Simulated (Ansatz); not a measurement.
# Antiferromagnetic (type II) rock-salt NiO

The numbers are results of r²SCAN in Ansatz (PAW), not measurements.

Numerical settings: plane-wave cutoff 560 eV, 14×14×14 k mesh, Fermi–Dirac smearing 0.01 eV, spin-polarised with opposed moments, scalar-relativistic PAW data made under PBE.

Cell (measured lattice):

```yaml
crystal:
  lattice:
    - [4.17000, 2.08500, 2.08500]
    - [2.08500, 4.17000, 2.08500]
    - [2.08500, 2.08500, 4.17000]
  atoms:
    - { symbol: Ni, position: [0.00000, 0.00000, 0.00000], spin: 2.0 }
    - { symbol: Ni, position: [0.50000, 0.50000, 0.50000], spin: -2.0 }
    - { symbol: O, position: [0.25000, 0.25000, 0.25000] }
    - { symbol: O, position: [0.75000, 0.75000, 0.75000] }
```

```yaml
band_gap: 2.36 eV (indirect)
smallest_direct_gap_on_the_k_points_sampled: 2.59 eV
"Γ–Γ gap": 3.53 eV
magnetic moment (largest site, within a sphere): 1.57 μB
```

Note: cell and atoms aren't relaxed at this level (pressure -1.1 GPa); without U or exact exchange, gaps and moments of open d shells tend to come out too small.

Spins in the cell block are starting values.

Moments are spin moments.

Computed values are for the static lattice.

Ansatz is a program for electronic structure.
